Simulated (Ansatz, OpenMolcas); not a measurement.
Si2 (disilicon): methods side by side

The species is Si2 (2 atoms), meant as a triplet with charge 0. As SMILES, `[Si]=[Si]`. The shape is that of a GFN2-xTB optimisation.

```xyz
2

Si    0.0000    0.0000    0.0000
Si    0.0000    0.0000    2.1742
```

Each level gives the energy change with the Si1–Si2 bond stretched from 2.174 to 2.718 Å (eV). The values are calculated.

| level | kind | program | value (eV) | CPU time (all runs) |
| --- | --- | --- | --- | --- |
| U-revPBE/6-31G | GGA | Ansatz | 0.26 | 7.8 s |
| UB3LYP/6-31G | global hybrid | Ansatz | 0.29 | 12 s |
| U-wB97X/6-31G | range-separated hybrid | Ansatz | 0.63 | 40 s |
| UHSE06/6-31G | range-separated hybrid | Ansatz | 0.38 | 13 s |
| RPA@PBE/6-31G | RPA | Ansatz | 0.12 | 12 s |
| UMP2/6-31G | perturbation theory | Ansatz | 0.56 | 3.1 s |
| UCCSDT(Q)/6-31G | coupled cluster or CI | Ansatz | 0.54 | 9.2 s |
| UCCSDT/6-31G | coupled cluster or CI | Ansatz | 0.55 | 6.5 s |
| FCI/STO-3G | exact in the basis | OpenMolcas | 1.70 | 3.5 s |

The first shape isn't each level's own minimum. The values span 0.12 to 1.70 eV. Spin contamination of the reference (⟨S²⟩ at least 0.1 too high) touches UMP2/6-31G, UCCSDT(Q)/6-31G, UCCSDT/6-31G. The coupled-cluster rows rest on a doubtful reference here (large T1 or Brueckner and Hartree–Fock orbitals at odds), and rows may lie in different states. All rows use very small basis sets, so none should be taken for the real molecule's value. In so small a basis fixed costs decide the times, and correlated methods can beat functionals. Times are those of the runs behind each value, whatever else they computed, on shared processors of several kinds: orders of magnitude only.
